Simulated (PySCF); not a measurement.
Species: C₄H₂O.
SMILES: `C#CC=C=O`

The calculation used EOM-IP-CCSD/aug-cc-pVDZ in PySCF, restricted Hartree–Fock reference, 5 core orbitals frozen, non-relativistic, gas phase, PBE0-D3(BJ)/def2-SVP geometry.

Hartree–Fock orbital energies give these Koopmans values (eV): HOMO 9.17, HOMO-1 11.06, HOMO-2 12.82, HOMO-3 16.30, HOMO-4 18.15, HOMO-5 18.63, HOMO-6 19.07, HOMO-7 20.46.

Task: What vertical ionisation energies does EOM-IP-CCSD give?

Result: 
| leading hole (HF orbital) | Koopmans (eV) | EOM-IP-CCSD (eV) | change (eV) | one-hole share |
| --- | --- | --- | --- | --- |
| HOMO | 9.17 | 8.93 | -0.24 | 0.96 |
| HOMO-1 | 11.06 | 10.93 | -0.13 | 0.96 |
| HOMO-2 | 12.82 | 12.07 | -0.75 | 0.94 |
| HOMO-3 | 16.30 | 14.99 | -1.31 | 0.93 |
| HOMO-4 | 18.15 | 15.87 | -2.28 | 0.88 |
| HOMO-5 | 18.63 | 16.93 | -1.70 | 0.93 |
| HOMO-6 | 19.07 | 17.22 | -1.85 | 0.93 |
| HOMO-7 | 20.46 | 17.98 | -2.48 | 0.91 |

Task: Does the order of the lines follow the orbital energies?

Result: Yes, no two lines change places. The corrections run from -2.48 to -0.13 eV, with a mean of -1.34 eV over the 8 lines; no line lies above its Koopmans value. Koopmans values leave out both the relaxation of the orbitals and the change in correlation energy.

Task: At what kinetic energies would He II light (40.81 eV) eject these electrons?

Result: 31.88 eV (HOMO), 29.88 eV (HOMO-1), 28.74 eV (HOMO-2), 25.82 eV (HOMO-3), 24.94 eV (HOMO-4), 23.88 eV (HOMO-5), 23.59 eV (HOMO-6), 22.83 eV (HOMO-7).

Task: What total energy has the lowest final state, and which wavelength reaches it?

Result: E(CCSD) + ionisation energy = -228.14396 + 0.32805 = -227.81591 Eh, at the geometry of the initial state. The threshold wavelength is 1239.84 eV nm/8.93 eV = 138.8 nm.

One root was sought for each valence orbital with −ε under 21 eV, eight at most, so deeper holes and satellites are missing; no vibrational structure.
